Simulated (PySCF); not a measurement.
**Reproducing measurements on methanimine**

**Measured values to compare with.**

From NIST CCCBDB Release 22 (SRD 101), experimental dipoles, for the gas: dipole moment 2 D.

The results are set against them at the end.

Species: methanimine, CH₃N.
Numbering: `[CH2:1]=[NH:2]` (hydrogens: H3, H4 on C1; H5 on N2)

Geometry (GFN2-xTB, Å), atoms numbered from 1 in this order:
```
atom  x, y, z in Å
C1    -0.388    0.008   -0.175
N2     0.736   -0.533   -0.221
H3    -0.615    1.061   -0.375
H4    -1.235   -0.614    0.087
H5     1.511    0.081   -0.472
```

The PySCF runs (gas phase, on this GFN2-xTB geometry; no spin–orbit coupling):

```tsv
level	job	basis functions	wall time
CAM-B3LYP/def2-SVPD	8 singlets by full TDDFT, 3 Tamm–Dancoff triplets, polarisability	64	1.4 s
```

Hardware: one thread of an x86-64 server, on a shared host.

**Comparison with experiment**

**Dipole moment.** Measured: 2 D (NIST CCCBDB Release 22 (SRD 101), experimental dipoles).

| level | computed (D) | computed − measured (D) | % (from the printed values) |
| --- | --- | --- | --- |
| CAM-B3LYP/def2-SVPD | 1.97 | -0.03 | -2 |

The computed dipoles belong to one fixed geometry; measured ones are averaged over vibrations unless marked μe. Magnitudes are compared, not signs.

No measured geometry was used, and the causes of the misses weren't examined.
